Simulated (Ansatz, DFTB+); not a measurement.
## Strength of the C–O bond: C2H6O → CH3O + CH3

Species: C2H6O (dimethyl ether) `COC`, singlet; CH3O `C[O]`, doublet; CH3 (methyl radical) `[CH3]`, doublet. 

Shapes, held fixed at every level: PBE0-D4/def2-TZVP. Programs: Ansatz 0.2.0, DFTB+ 25.1. The zero-point and thermal change to 298 K, harmonic and unscaled (PBE0-D4/def2-TZVP), is -28.7 kJ/mol.

| level | kind | ΔH(298 K) (kJ/mol) | less CCSD(T)/CBS estimate | CPU time (sum over the molecules) |
| --- | --- | --- | --- | --- |
| DFTB2 | semi-empirical | +395.2 | +42.1 | 0.16 s |
| HF/def2-TZVPP | Hartree–Fock | +189.6 | -163.5 | – |
| SPW92/def2-TZVPP | LDA | +422.6 | +69.5 | 4.8 s |
| PBE-D4/def2-TZVPP | GGA | +340.0 | -13.1 | 9.5 s |
| B3LYP-D4/def2-TZVPP | global hybrid | +323.2 | -29.9 | 12 s |
| r2SCAN0-D4/def2-TZVPP | global hybrid | +306.2 | -46.9 | 20 s |
| wB97M-V/def2-TZVPP | range-separated hybrid | +345.0 | -8.1 | 40 s |
| CCSD/def2-SVP | coupled cluster or CI | +329.1 | -24.0 | – |
| CCSD(T)/CBS estimate | coupled cluster or CI | +353.1 | 0.0 | 2.5 min |

The highest level, CCSD(T)/CBS estimate, gives ΔH(298 K) = +353.1 kJ/mol; the levels span +189.6 to +422.6. The column of differences is taken from that level and isn't an error. Hartree–Fock misses the correlation of the pair that is broken and comes out low. No measured value is set beside it here. Open shells run unrestricted. The CBS estimate extrapolates MP2 from def2-TZVPP and def2-QZVPP and adds CCSD(T) − MP2 in the triple-zeta set, cores frozen. Times are processor times on shared x86 and Arm servers, and rough.
